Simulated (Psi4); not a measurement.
This Psi4 input (PBE/def2-SV(P)) gives -40.40421 Eh with 22 basis functions.

```
memory 8100 MB

molecule {
0 1
C    -0.00000000    0.00000000   -0.00000000
H     0.62054657    0.62688914    0.63896175
H    -0.64285838   -0.62489528    0.61852983
H     0.63693263   -0.63278043   -0.61664082
H    -0.61462083    0.63078657   -0.64085076
}

set {
  basis def2-sv(p)
  scf_type df
}

energy('pbe')
print_variables()
```

Change:
```diff
- basis def2-sv(p)
+ basis cc-pv(d+d)z
```

Task: What does the run give now?

Result: -40.44304 Eh (PBE/cc-pV(D+d)Z, 34 functions), a change of -38.83 mEh.
